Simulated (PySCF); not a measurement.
# 2 AlH → Al₂H₂

Level: PBE0 in the def2-TZVP basis family, all electrons, no relativity, computed in PySCF with density fitting; open shells unrestricted.

| species | state and structure | E (Eh) | ZPE (kJ/mol) | H(298 K) − H(0) (kJ/mol) | S° (J/(mol K)) |
| --- | --- | --- | --- | --- | --- |
| AlH | singlet, C∞v, Al–H 1.665 Å | -242.85993 | 9.9 | 8.7 | 187.8 |
| Al₂H₂ | singlet, D2h, Al–H 1.827 Å (×4); Al–H–Al 108.0° (×2), H–Al–H 72.0° (×2) | -485.77557 | 30.4 | 13.3 | 265.0 |

(1) What is the electronic reaction energy?

(2) Add zero-point, thermal and entropy terms for 298.15 K and 1 bar.

Answers

(1) At PBE0/def2-TZVP, ΔE = -146.3 kJ/mol from the differences of the total energies times 2625.5, downhill.

(2) ΔZPE = 10.6 and Δ[H(298) − H(0)] = -4.1 kJ/mol give ΔH° = -139.8 kJ/mol. ΔS° = -110.6 J/(mol K), so ΔG° = -139.8 − 298.15 × (-0.1106) = -107 kJ/mol and log₁₀K = 18.7. ΔG° would change sign near 1260 K if ΔH° and ΔS° stayed fixed.

Only the bonding shown was studied: isomers, or loss of a ligand pair, can lie lower.
